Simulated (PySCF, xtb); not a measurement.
Acid–base and redox partners of CO. Isolated molecules, 0 K electronic values unless said otherwise. One relaxed conformer stands for each flexible species; it need not be the lowest. Strings in code marks are SMILES.

Quantity: bond dissociation enthalpy (X–H) at 298 K, in eV. HF references are unrestricted for open shells and restricted for singlets. Enthalpy corrections at 298 K come from GFN2-xTB frequencies (xtb).

Level 1: BP86/6-31G* // PBE0-D3(BJ)/def2-TZVP (PySCF)
Level 2: M06-2X/6-31G* // PBE0-D3(BJ)/def2-TZVP (PySCF)
Level 3: SVWN5/6-31G* // PBE0-D3(BJ)/def2-TZVP (PySCF)
Level 4: HF/6-31G* // PBE0-D3(BJ)/def2-TZVP (PySCF)

```csv
species,level 1,level 2,level 3,level 4
H atom removed from C1: `[CH2]O` (H–C–O–H torsion 176°),4.12,4.19,4.46,3.19
H atom removed from O2: `C[O]`,4.17,4.23,4.68,2.81
```
